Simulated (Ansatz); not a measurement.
NaCl, SMILES [Na][Cl].

Coordinates come from a PBE-D3(BJ)/def2-TZVPD optimisation.

Two levels are set side by side: PBE/def2-TZVPD (Ansatz, a quantum-chemistry and plane-wave program) and ωB97X-V/def2-TZVPD (Ansatz). Energy differences of separate SCF runs at the same geometry; the states with an electron removed or added have multiplicity 2 and 2. Differences are taken from unrounded values.

```csv
quantity,ωB97X-V,PBE,PBE minus ωB97X-V
vertical ionisation energy (eV),9.25,9.31,0.07
vertical electron affinity (eV),0.65,0.77,0.12
vertical singlet–triplet gap (eV),4.75,4.57,-0.18
```
